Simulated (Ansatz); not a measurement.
Born–Oppenheimer molecular dynamics of C4H5Cl (10 atoms, charge 0, multiplicity 1). It starts at the highest image of a converged band. Of that band: Neighbouring images differ by up to 2.1 eV, so the band resolves the path poorly. A vibrational analysis at the climbing image gives one clearly imaginary mode, 1697i cm⁻¹: a first-order saddle point.

Computed with UKS B3LYP-D4/def2-SVP in Ansatz.

```yaml
ensemble: NVE (velocity Verlet)
time_step: 0.5 fs
steps_asked: 111
starting_velocities_drawn_for: 100 K
seed: 12364
```

First frame:

```xyz
10
Properties=species:S:1:pos:R:3
C 0.155 1.109 1.594
C -0.169 0.383 0.520
C -0.480 -0.808 -0.070
C 0.068 -0.612 -1.385
Cl 0.907 -1.931 -2.210
H 0.511 0.628 2.511
H 0.153 2.202 1.566
H -1.024 -1.677 0.315
H -0.485 -0.008 -2.111
H 0.447 0.663 -0.729
```

Task: How far do the bonds stretch over the last three quarters of this one trajectory? (Pairs bonded in most of those frames.)

Result: 
```tsv
bond	mean (Å)	spread (Å)	shortest	longest
C1–C2	1.319	0.033	1.27	1.38
C1–H6	1.104	0.009	1.08	1.12
C1–H7	1.098	0.006	1.09	1.11
C2–C3	1.329	0.039	1.28	1.40
C3–C4	1.548	0.037	1.48	1.63
C3–H8	1.106	0.024	1.07	1.15
C4–Cl5	1.918	0.130	1.78	2.10
C4–H9	1.104	0.021	1.07	1.14
C4–H10	1.171	0.132	0.94	1.36
```

Mean temperature of the second half: 1256 K. The conserved energy stayed within 1.1 meV per atom of its start (net change -0.27 meV per atom), so the integration is sound. The kinetic energy rose, since the run started high on the potential surface and went downhill. A run of 0.056 ps of so small a system gives no equilibrium averages. The orbitals were unrestricted but ended closed-shell.

Time of the run: 7.5 min on 2 threads of Intel(R) Xeon(R) Platinum 8259CL CPU @ 2.50GHz (Skylake/Cascade Lake), on a shared host, peak memory 0.3 GiB.
